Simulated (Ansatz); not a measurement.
Zinc-blende HgS (metastable phase), treated with B3LYP (VWN-RPA form) (Ansatz, a program for electronic structure, PAW).

Numerical settings: plane-wave cutoff 460 eV, 8×8×8 k mesh, Fermi–Dirac smearing 0.01 eV, scalar-relativistic PAW data made under PBE.

The direct gap at Γ against volume; x = 100 ln(V/27.254 Å³). One gap is withheld.

| V (Å³/atom) | x | gap (eV) |
|---|---|---|
| 25.489 | -6.70 | 0.555 |
| 26.150 | -4.14 | 0.504 |
| 26.839 | -1.53 | 0.451 |
| 27.254 | 0.00 | 0.419 |
| 28.215 | 3.47 | 0.346 |
| 28.903 | 5.87 | ? |

### Question
Fit a straight line to the rows shown, give the volume deformation potential and predict the withheld gap.

### Answer
Means of the 5 rows: x̄ = -1.780, ȳ = 0.4550 eV. Σ(x − x̄)(y − ȳ) = -1.2450 and Σ(x − x̄)² = 60.569, so the slope is -0.0206 eV per unit of x, and dE_g/d ln V = -2.1 eV. At x = 5.87: 0.4550 + (-0.0206) × (5.87 − (-1.780)) = 0.297 eV. The run gives 0.294 eV, 0.003 eV below the line.

Spin–orbit coupling is not included.

Note: the cell is over a tenth larger than the published one: the level's own overestimate first of all, though another phase or state, or a fault of the published cell, is possible.
